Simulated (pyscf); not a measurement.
Optimised with ωB97X-D3(BJ)/def2-SVP in PySCF.

Question: H₃Si–SH + SnH₃• -> H₃Si–S–SnH₃ + H•
Surface: doublet. Broken: H–S. Formed: S–Sn. Give ΔE‡ and ΔE from ωB97M-D3(BJ)/def2-TZVP, relative to the separated reactants.

Answer: ΔE‡ = 0.99 eV, ΔE = +0.84 eV. Zero-point energy shifts the barrier by -0.09 eV. It is a substitution at S, with an imaginary mode of 715i cm⁻¹. One saddle was located; it need not be the lowest between these sides. The angle at the attacked S is 171°. Elements past Kr carry the def2 core potentials, without spin-orbit coupling.
